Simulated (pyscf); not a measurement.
Optimised with ωB97X-D3(BJ)/def2-SVP in PySCF. MP2 and CC: frozen core, UHF for open shells. ΔMP2 is the change of the MP2 total energy from the triple- to the quadruple-zeta basis.

Q: Cl–GeH(Cl)–Cl → hydrogen chloride (HCl) + Cl–Ge:–Cl [singlet]
Surface: singlet. Broken: Cl–Ge, Ge–H. Formed: Cl–H. Give ΔE‡ and ΔE from MP2/def2-QZVPP, relative to the reactant's lowest minimum found.

A: ΔE‡ = 2.36 eV, ΔE = +1.34 eV. CCSD(T)/def2-TZVPP + ΔMP2(QZVPP) gives 2.35 eV and +1.20 eV. Zero-point energy shifts the barrier by -0.10 eV. It is a 1,1-elimination, with an imaginary mode of 1254i cm⁻¹. On the product side the descent ends in a complex, 0.21 eV under the separated species and 1.34 eV under the saddle at ωB97X-D3(BJ)/def2-TZVP. At ωB97X-D3(BJ)/def2-TZVP the barrier from the zero used here is 2.52 eV. This is the saddle that the search found; another between the same sides may lie lower. The CCSD(T) − MP2 part came from Ansatz, without density fitting, on the same reference. The frozen core leaves the outer d or s,p core shells of the metals and heavy elements correlated in the MP2 and CC values, and def2-TZVPP describes them poorly, which can shift differences by a few kcal/mol. Elements up to Kr have no core potential and no relativistic terms here.
